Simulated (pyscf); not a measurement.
Single points on ωB97X-D3(BJ)/def2-SVP structures (PySCF, gas phase).

Task: For F–Cl (SMILES FCl) + Cl–C•(Cl)–Cl (SMILES Cl[C](Cl)Cl) → Cl• (SMILES [Cl]) + F–C(Cl)(Cl)–Cl (SMILES FC(Cl)(Cl)Cl), an atom transfer (doublet surface; Cl–F broken, C–F formed), PBE/def2-TZVP gives ΔE‡ = -3.0 kcal/mol and ΔE = -36.6 kcal/mol (zero: the separated reactants). In which direction and how far do r²SCAN/def2-TZVP, B3LYP-D3(BJ)/def2-TZVP, ωB97M-D3(BJ)/def2-TZVP move these?

Result: r²SCAN: ΔE‡ = -1.7 kcal/mol, ΔE = -41.6 kcal/mol; B3LYP-D3(BJ): ΔE‡ = 1.2 kcal/mol, ΔE = -41.4 kcal/mol; ωB97M-D3(BJ): ΔE‡ = 8.2 kcal/mol, ΔE = -44.6 kcal/mol. PBE's barrier lies under all of them, by 1.3 to 11.2 kcal/mol. Its reaction energy lies over all of them, by 4.9 to 8.0 kcal/mol. At PBE, r²SCAN this geometry lies under the reactants; that is no barrier but a single point on another level's saddle; such a level's own saddle, if it has one, lies nearer that side and is low. One saddle was located; it need not be the lowest between these sides. The angle at the transferred F is 180°. Left out: the spin-orbit lowering of Cl.
